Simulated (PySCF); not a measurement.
**AlF: energy against distance**

Set-up: basis Al def2-SVPD, F def2-SVPD; no relativity; PySCF 2.14. Energies in eV from Al + F in their ground configurations at the same level. State: ¹Σ⁺ (singlet), closed shell.

All columns are PBE0. A positive dipole means Al(−)F(+).

```json
{"R (Å)": "1.465", "E (eV)": "-5.716", "μ (D)": "-0.46", "Mulliken charge on Al (basis-dependent)": "0.57", "HOMO (eV)": "-6.84", "LUMO (eV)": "-1.03", "Mayer bond order": "0.54", "⟨S²⟩": "0.00"}
{"R (Å)": "1.533", "E (eV)": "-6.293", "μ (D)": "-0.78", "Mulliken charge on Al (basis-dependent)": "0.56", "HOMO (eV)": "-6.96", "LUMO (eV)": "-1.14", "Mayer bond order": "0.57", "⟨S²⟩": "0.00"}
{"R (Å)": "1.601", "E (eV)": "-6.606", "μ (D)": "-1.13", "Mulliken charge on Al (basis-dependent)": "0.56", "HOMO (eV)": "-7.08", "LUMO (eV)": "-1.26", "Mayer bond order": "0.57", "⟨S²⟩": "0.00"}
{"R (Å)": "1.652", "E (eV)": "-6.714", "μ (D)": "-1.40", "Mulliken charge on Al (basis-dependent)": "0.57", "HOMO (eV)": "-7.18", "LUMO (eV)": "-1.34", "Mayer bond order": "0.56", "⟨S²⟩": "0.00"}
{"R (Å)": "1.703", "E (eV)": "-6.742", "μ (D)": "-1.69", "Mulliken charge on Al (basis-dependent)": "0.58", "HOMO (eV)": "-7.27", "LUMO (eV)": "-1.43", "Mayer bond order": "0.54", "⟨S²⟩": "0.00"}
{"R (Å)": "1.754", "E (eV)": "-6.708", "μ (D)": "-1.98", "Mulliken charge on Al (basis-dependent)": "0.59", "HOMO (eV)": "-7.37", "LUMO (eV)": "-1.51", "Mayer bond order": "0.52", "⟨S²⟩": "0.00"}
{"R (Å)": "1.822", "E (eV)": "-6.594", "μ (D)": "-2.38", "Mulliken charge on Al (basis-dependent)": "0.61", "HOMO (eV)": "-7.49", "LUMO (eV)": "-1.63", "Mayer bond order": "0.49", "⟨S²⟩": "0.00"}
{"R (Å)": "1.907", "E (eV)": "-6.374", "μ (D)": "-2.90", "Mulliken charge on Al (basis-dependent)": "0.64", "HOMO (eV)": "-7.64", "LUMO (eV)": "-1.77", "Mayer bond order": "0.46", "⟨S²⟩": "0.00"}
{"R (Å)": "2.010", "E (eV)": "-6.047", "μ (D)": "-3.54", "Mulliken charge on Al (basis-dependent)": "0.67", "HOMO (eV)": "-7.80", "LUMO (eV)": "-1.94", "Mayer bond order": "0.43", "⟨S²⟩": "0.00"}
{"R (Å)": "2.146", "E (eV)": "-5.565", "μ (D)": "-4.40", "Mulliken charge on Al (basis-dependent)": "0.71", "HOMO (eV)": "-7.97", "LUMO (eV)": "-2.15", "Mayer bond order": "0.41", "⟨S²⟩": "0.00"}
```

A fit through these points gives, at Re = 1.698 Å, μ = -1.66 D and dμ/dR = -5.63 D/Å; the reduced mass is 11.15 u.

Question: How strong is the fundamental in the double-harmonic approximation, I = 42.26·(dμ/dR)²/μred km/mol?

Answer: I = 42.26·(-5.63)²/11.15 = 120 km/mol at PBE0.
